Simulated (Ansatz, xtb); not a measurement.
Species: C3H4, net charge 1, doublet state. SMILES of the parent species: C=C=C
Coordinates optimised at B3LYP-D3(BJ)/def2-TZVP (Ansatz, a quantum-chemistry and plane-wave program):
```xyz
7

C      1.3106     0.0150     0.0000
C      0.0000     0.0000     0.0000
C     -1.3106    -0.0150     0.0000
H      1.8775    -0.4057    -0.8320
H      1.8677     0.4487     0.8320
H     -1.8766     0.3292    -0.8670
H     -1.8686    -0.3722     0.8670
```
Charge +1, spin multiplicity 2.

Harmonic wavenumbers from GFN2-xTB (xtb, at its own minimum), cm⁻¹: 317, 356, 717, 721, 802, 805, 875, 1103, 1163, 1294, 1787, 2960, 2961, 2966, 2986.

Problem. Give the harmonic wavenumbers at B3LYP-D3(BJ)/def2-TZVP (Ansatz, finite differences of forces, unscaled).

Solution. 323, 341, 784, 804, 912, 935, 998, 1072, 1354, 1400, 1639, 3063, 3080, 3154, 3156 cm⁻¹. Zero-point energy 32.9 kcal/mol.

Problem. From these and the geometry, give the ideal-gas thermochemistry at 298.15 K and 1 atm (rigid rotor, harmonic oscillator).

Solution. Point group D2, rotational symmetry number 4. Rotational constants 143.3, 9.022, 8.665 GHz. S(trans) 36.99, S(rot) 18.13, S(vib) 3.39, S(elec, spin only) 1.38, S 59.9 cal/(mol K). H(298) - H(0) 3.06 kcal/mol; G - E(el) 18.1 kcal/mol.
